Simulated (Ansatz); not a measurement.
# Errors in the atomisation enthalpy at 298 K

8 molecules with open shells; the atomisation enthalpy at 298 K in kJ/mol, computed less measured. Shapes, held fixed at every level: PBE0-D4/def2-TZVP. Flexible molecules stand in one conformer, not always the lowest. Thermal terms are harmonic and unscaled (PBE0-D4/def2-TZVP); the spin-orbit lowering of the free atoms is taken from their spectra. Programs: Ansatz 0.2.0. Measured values: Active Thermochemical Tables.

Levels: A = HF/def2-SVP; B = SPW92/def2-TZVPP; C = MP2/def2-SVP; D = MP2/def2-TZVPP.

| molecule | from tabulated heats | A | B | C | D |
| --- | --- | --- | --- | --- | --- |
| N2H (dinitrogen monohydride) | 913 | -505 | +227 | -114 | -59 |
| C2HO (ethynyloxy radical) | 1723 | -569 | +361 | -39 | +4 |
| CH3 (methyl radical) | 1224 | -265 | +130 | -64 | -33 |
| CH3O (hydroxymethyl radical) | 1636 | -495 | +280 | -85 | -23 |
| N2H3 (hydrazinyl radical) | 1374 | -619 | +297 | -154 | -65 |
| C2H3O (acetyl radical) | 2347 | -669 | +396 | -63 | -11 |
| C3H3 (cyclopropenyl radical) | 2318 | -628 | +403 | -53 | -12 |
| C2H5O (SMILES CC[O]) | 2784 | -722 | +442 | -127 | -56 |

Which level does best on this set, which worst, and which err to one side?


```json
{"level": "HF/def2-SVP", "kind": "Hartree–Fock", "mean error": "-559.0", "mean absolute error": "559.0", "worst case": "C2H5O"}
{"level": "SPW92/def2-TZVPP", "kind": "LDA", "mean error": "+317.0", "mean absolute error": "317.0", "worst case": "C2H5O"}
{"level": "MP2/def2-SVP", "kind": "perturbation theory", "mean error": "-87.4", "mean absolute error": "87.4", "worst case": "N2H3"}
{"level": "MP2/def2-TZVPP", "kind": "perturbation theory", "mean error": "-31.9", "mean absolute error": "32.9", "worst case": "N2H3"}
```

On this set MP2/def2-TZVPP has the smallest mean absolute error and HF/def2-SVP the largest. HF/def2-SVP is too low in 8 of 8; SPW92/def2-TZVPP is too high in 8 of 8; MP2/def2-SVP is too low in 8 of 8; MP2/def2-TZVPP is too low in 7 of 8. For HF/def2-SVP and SPW92/def2-TZVPP the error grows with the size of the molecule. Hartree–Fock lacks correlation and underbinds. Correlated wave functions converge slowly with the basis. Spin contamination: N2H (⟨S²⟩ up to 0.85), C2HO (⟨S²⟩ up to 0.81). Open shells run unrestricted. The set is small.
